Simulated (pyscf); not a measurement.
Thermochemistry of product channels of `[OH][Sn][OH]` [singlet] on the singlet surface, in kcal/mol, from CCSD(T)/def2-TZVPP + ΔMP2(QZVPP) energies (ideal gas, 1 atm, RRHO with modes under 100 cm⁻¹ raised to 100, one conformer, R ln 2 for rigid chiral ones). Structures and frequencies: ωB97X-D3(BJ)/def2-SVP in PySCF. Correlated levels are frozen-core, on RHF or UHF. ΔMP2 is the change of the MP2 total energy from the triple- to the quadruple-zeta basis.

```
products                           ΔE  ΔH(298 K)  ΔG(600 K)  ΔG(900 K)
------------------------------  -----  ---------  ---------  ---------
`[O]=[SnH][OH]`                 +61.6      +59.4      +59.2      +59.1
`[OH2]` + `[O]=[Sn]` [singlet]  +39.7      +39.3      +21.4      +13.0
```

These are energies of the channels, which say nothing of barriers. The CCSD(T) − MP2 part came from Ansatz, without density fitting, on the same reference. The largest closed-shell T1 diagnostic is 0.033, which may signal static correlation. The frozen core leaves the outer d or s,p core shells of the metals and heavy elements correlated in the MP2 and CC values, and def2-TZVPP describes them poorly, which can shift differences by a few kcal/mol. Elements past Kr carry the def2 core potentials, without spin-orbit coupling.
